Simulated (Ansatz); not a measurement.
**Worked example: correlation energy of BS, doublet**

Geometry: a PBE0/def2-TZVP stationary point for this spin.

```yaml
atoms:
  - { symbol: B, position_ang: [0.0000, 0.0000, 0.0000] }
  - { symbol: S, position_ang: [0.0000, 0.0000, 1.6077] }
```

Basis cc-pVDZ; Ansatz 0.2.0. Only valence electrons are correlated (noble-gas cores frozen), which leaves 9 electrons in 26 orbitals. R marks a restricted (for open shells ROHF) determinant, U an unrestricted one.

Full CI is exact within this basis and frozen core; it isn't the basis-set limit. The frozen core follows each run's orbitals, which can shift R against U totals by a few meV.

Runs differ by some tens of microhartree through their thresholds and, for an open shell, their frozen cores, so steps under 0.1 kcal/mol mean nothing.

```csv
level,total energy (hartree)
UHF,-422.171434
UMP2,-422.350508
UCCSD,-422.369860
UCCSD(T),-422.379826
UCCSDT,-422.381264
UCCSDT(Q),-422.382039
UCCSDTQ,-422.381866
full CI,-422.381858
```

Task: What is the correlation energy at full CI, and what share of it do UMP2 and UCCSD(T) recover?

Result: E(corr) = -422.381858 − (-422.171434) = -0.210424 hartree = -5.726 eV. UMP2: -0.179074 / -0.210424 = 85.10 %. UCCSD(T): -0.208392 / -0.210424 = 99.03 %.

Task: By how many kcal/mol does UCCSD(T) miss full CI (1 hartree = 627.509 kcal/mol), and which steps make up the rest?

Result: -422.379826 − (-422.381858) = 0.002032 hartree = 1.28 kcal/mol. Steps: UCCSDT − UCCSD(T) = -0.90, UCCSDT(Q) − UCCSDT = -0.49, UCCSDTQ − UCCSDT(Q) = 0.11, full CI − UCCSDTQ = 0.01 kcal/mol. Differences between like states or geometries often cancel part of this.
